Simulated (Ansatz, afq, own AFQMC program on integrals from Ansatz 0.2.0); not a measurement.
# Au, doublet → Au⁺, triplet

A free Au atom.

E(triplet, charge +1) − E(doublet, charge +0) at this geometry, on UHF and UHF determinants.

Basis def2-TZVPP with its core potentials. Noble-gas cores (and the filled d shells of Ga–Kr and In–Xe) are frozen. AFQMC by an in-house program on the Cholesky factors that Ansatz 0.2.0 writes for its CCSD(T) run. The CISD trial takes its coefficients from CCSD amplitudes. Released means that phaseless walkers are propagated on without the constraint, phases kept. ± is one standard error of the sampling. No spin–orbit coupling. The metal's outer-core s and p shells are frozen, which shifts wave-function levels against functionals. The errors of all members are added in quadrature.

No full CI on the walks' own integrals is used here; CCSDT(Q) serves as the reference and is uncertain by about the last step of the cluster series. Each member takes its own surest rung, up to full CI.

Errors are counted within def2-TZVPP, not against nature.

Cautions: no spin-orbit coupling; outer-core shells of the metal frozen; Au⁺ (triplet): another spin lies lower; this isn't the first ionization.

```csv
level,vertical ionization energy (eV)
HF,9.802
MP2,11.713
```

Q: From these cheaper values, estimate the vertical ionization energy at the reference level in def2-TZVPP.

A: 11.442 eV (CCSDT(Q) in def2-TZVPP).

| level | vertical ionization energy (eV) | error against CCSDT(Q) (eV) |
| --- | --- | --- |
| CCSD | 11.345 | -0.097 |
| CCSD(T) | 11.455 | 0.013 |
| CCSDT | 11.441 | -0.001 |
| ph-AFQMC/CISD | 11.439 ± 0.005 | -0.004 ± 0.005 |
| released AFQMC | 11.441 ± 0.005 | -0.002 ± 0.005 |

Correlation beyond CCSD(T) takes off 0.013 eV. The perturbative (T) step is worth +0.109 eV.

A walk keeps the symmetry of its determinant, which the program's search chose and which needn't be the lowest solution, so a lower state of the same spin and another symmetry isn't excluded. Released energies are given only where the last usable release times agree within the noise; a slower fall can still hide under it.
